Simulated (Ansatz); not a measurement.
CH₇BO, SMILES `[BH3-][OH+]C`, relaxed with RKS PBE0-D4/def2-TZVP in Ansatz 0.2.0 from a PBE-D4/def2-SVP geometry. The force threshold is 0.005 eV/Å; the program also tests the step.

Total charge 0; spin multiplicity 1.

Start:

```xyz
10

B     0.428   -0.746    1.044
O    -0.509   -0.417   -0.279
C    -0.144    0.767   -1.018
H     1.533   -0.980    0.569
H    -0.146   -1.716    1.529
H     0.367    0.281    1.724
H    -1.424   -0.333    0.051
H     0.874    0.585   -1.404
H    -0.128    1.656   -0.356
H    -0.851    0.903   -1.859
```

| step | energy (eV) | largest force (eV/Å) | largest move (Å) |
| --- | --- | --- | --- |
| 1 | -3870.5349 | 0.586 | 0.000 |
| 2 | -3870.5685 | 0.169 | 0.028 |
| 3 | -3870.5716 | 0.044 | 0.012 |
| 4 | -3870.5718 | 0.029 | 0.007 |
| 5 | -3870.5719 | 0.008 | 0.006 |
| 6 | -3870.5719 | 0.002 | 0.004 |

End:

```xyz
10

B     0.425   -0.738    1.033
O    -0.517   -0.412   -0.273
C    -0.140    0.760   -1.006
H     1.504   -0.966    0.544
H    -0.132   -1.690    1.524
H     0.378    0.276    1.697
H    -1.425   -0.331    0.039
H     0.869    0.575   -1.366
H    -0.139    1.632   -0.349
H    -0.823    0.894   -1.844
```

Run time 8.5 s (4 threads of an Arm Neoverse V1 on a shared host); peak host memory 0.22 GiB.
